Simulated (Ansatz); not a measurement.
The first iterations of a band of C2H3NS (7 atoms, charge 0, multiplicity 1).

These are results of RKS revPBE-D4/def2-SVP (Ansatz 0.2.0), not measurements.

| Item | Value |
| --- | --- |
| movable images | 9 |
| climbing image | yes |
| spring | 5.0 eV/Å² |
| optimiser | quadratic models (default) |
| start path | IDPP |
| force threshold | 0.05 eV/Å |
| iteration limit | 60 |
| end points | relaxed |

Image 0:

```xyz
7
Properties=species:S:1:pos:R:3
N -0.033 1.184 -0.172
C 0.347 -0.083 0.349
C 0.088 -1.278 -0.187
S -0.163 -2.683 -0.870
H -0.685 1.092 -0.959
H -0.485 1.764 0.547
H 0.992 -0.063 1.246
```

Image 10:

```xyz
7
Properties=species:S:1:pos:R:3
N -0.609 1.003 0.208
C 0.242 -0.116 0.419
C 0.350 -1.195 -0.359
S 0.413 -2.502 -1.250
H -1.051 0.977 -0.718
H -0.091 1.887 0.286
H 0.808 -0.121 1.368
```

| iteration | highest image above the first end (eV) | largest band force component (eV/Å) |
| --- | --- | --- |
| 1 | 0.179 | 0.779 |
| 2 | 0.142 | 0.341 |

Task: Does the band converge within its limit, and where does its top end?

Result: The run converged. It ended after 5 iterations with the highest image 0.125 eV above the first end. A vibrational analysis at the climbing image gives one clearly imaginary mode, 560i cm⁻¹: a first-order saddle point.

Time of the run: 120 s on 1 thread of Intel(R) Xeon(R) Processor @ 2.70GHz, with other jobs on the host, peak memory 0.15 GiB.
